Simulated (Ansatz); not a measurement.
Ansatz (a first-principles code) input (B3LYP-D3(BJ)/def2-TZVP):

Ansatz 0.2 input:
```yaml
crystal:
  periodic: [false, false, false]
  atoms:
    - {symbol: C, position_ang: [0.00451264, -0.79861036, 1.06714137]}
    - {symbol: C, position_ang: [-0.00576074, 0.52049625, 1.12475555]}
    - {symbol: C, position_ang: [0.00888696, -0.93798706, -0.42901568]}
    - {symbol: C, position_ang: [-0.00296009, 0.61173748, -0.39248943]}
    - {symbol: H, position_ang: [-0.01304555, 1.27211985, 1.88712443]}
    - {symbol: H, position_ang: [-0.87815944, -1.40129044, -0.85372529]}
    - {symbol: H, position_ang: [0.90417932, -1.38823409, -0.85045113]}
    - {symbol: H, position_ang: [0.89227056, 1.07088863, -0.80960718]}
    - {symbol: H, position_ang: [-0.90292006, 1.05761991, -0.81384415]}
basis:
  gaussian:
    orbitals: def2-TZVP
hamiltonian:
  xc: b3lyp
  dispersion: d3bj
magnetization: {spin_polarized: true, initial_magnetization: 1}
relax: {f_tol: 0.002, max_steps: 150}
```

End of the output:

```
the calculation of the forces begins
reference -4227.19384658 eV, -155.3465085668 hartree; 15, 14 occupied and 139, 140 virtual orbitals, 940 factors
relax step   4: F+E_penalty+E_count = -4227.46523039 eV  Δ(F+E_penalty+E_count) = -6.427e-5 eV  max|allowed force component| = 3.301e-2 eV/Å  Δτ_max = 0.0042 Å  (37 SCF iters, accepted)
these checks for a lower state are left out or cut short: starts, cluster_reference, orbital_swaps, neighbouring_geometries, increment
integrals: 0.05 GiB planned
940 factors; their error is unknown
mean field: 0.75 GiB planned
mean field -4227.19363156 eV, -155.3465006649 hartree, gradient 2.6e-5 eV, S^2 0.757266; 0 other end points of the search recorded, 0 dependent functions left out
the calculation of the forces begins
reference -4227.19387989 eV, -155.3465097911 hartree; 15, 14 occupied and 139, 140 virtual orbitals, 940 factors
relax step   5: F+E_penalty+E_count = -4227.46526167 eV  Δ(F+E_penalty+E_count) = -3.128e-5 eV  max|allowed force component| = 1.807e-2 eV/Å  Δτ_max = 0.0018 Å  (37 SCF iters, accepted)
these checks for a lower state are left out or cut short: starts, cluster_reference, orbital_swaps, neighbouring_geometries, increment
integrals: 0.05 GiB planned
940 factors; their error is unknown
mean field: 0.75 GiB planned
mean field -4227.19363459 eV, -155.3465007763 hartree, gradient 2.3e-5 eV, S^2 0.757277; 0 other end points of the search recorded, 0 dependent functions left out
the calculation of the forces begins
reference -4227.19388292 eV, -155.3465099023 hartree; 15, 14 occupied and 139, 140 virtual orbitals, 940 factors
relax step   6: F+E_penalty+E_count = -4227.46526485 eV  Δ(F+E_penalty+E_count) = -3.180e-6 eV  max|allowed force component| = 4.264e-3 eV/Å  Δτ_max = 0.0003 Å  (37 SCF iters, accepted)
these checks for a lower state are left out or cut short: starts, cluster_reference, orbital_swaps, neighbouring_geometries, increment
integrals: 0.05 GiB planned
940 factors; their error is unknown
mean field: 0.75 GiB planned
mean field -4227.19363471 eV, -155.3465007807 hartree, gradient 2.4e-5 eV, S^2 0.757275; 0 other end points of the search recorded, 0 dependent functions left out
the calculation of the forces begins
reference -4227.19388304 eV, -155.3465099067 hartree; 15, 14 occupied and 139, 140 virtual orbitals, 940 factors
relax step   7: F+E_penalty+E_count = -4227.46526515 eV  Δ(F+E_penalty+E_count) = -2.991e-7 eV  max|allowed force component| = 5.492e-4 eV/Å  Δτ_max = 0.0002 Å  (37 SCF iters, accepted)
integrals: 0.05 GiB planned
940 factors; their error is unknown
mean field: 0.75 GiB planned
mean field evaluation 64: about -4227.1931 eV, gradient 4.2e-1 eV
mean field -4227.19363471 eV, -155.3465007807 hartree, gradient 2.3e-5 eV, S^2 0.757275; 1 other end points of the search recorded, 0 dependent functions left out
the calculation of the forces begins
reference -4227.19388304 eV, -155.3465099067 hartree; 15, 14 occupied and 139, 140 virtual orbitals, 940 factors
Total energy: -4227.46551348 eV, -155.3564921414 hartree
Atom 0 at     0.004235    -0.791599     1.070827 Å, force     0.000341    -0.000505    -0.000377 eV/Å
Atom 1 at    -0.005660     0.530953     1.137357 Å, force    -0.000549     0.000340    -0.000190 eV/Å
Atom 2 at     0.008827    -0.951654    -0.430892 Å, force    -0.000499    -0.000184     0.000483 eV/Å
Atom 3 at    -0.002994     0.619307    -0.391135 Å, force     0.000533     0.000375     0.000402 eV/Å
Atom 4 at    -0.012983     1.276870     1.916128 Å, force     0.000135     0.000090    -0.000097 eV/Å
Atom 5 at    -0.878707    -1.411339    -0.864197 Å, force     0.000025    -0.000117    -0.000030 eV/Å
Atom 6 at     0.905067    -1.398068    -0.860129 Å, force     0.000033     0.000112    -0.000141 eV/Å
Atom 7 at     0.891626     1.072826    -0.822097 Å, force    -0.000030     0.000010     0.000013 eV/Å
Atom 8 at    -0.902406     1.059444    -0.825974 Å, force     0.000011    -0.000122    -0.000063 eV/Å
Dipole moment:    -0.000757     0.176748    -0.251110 e Å
```

It need not be the lowest isomer of its formula.
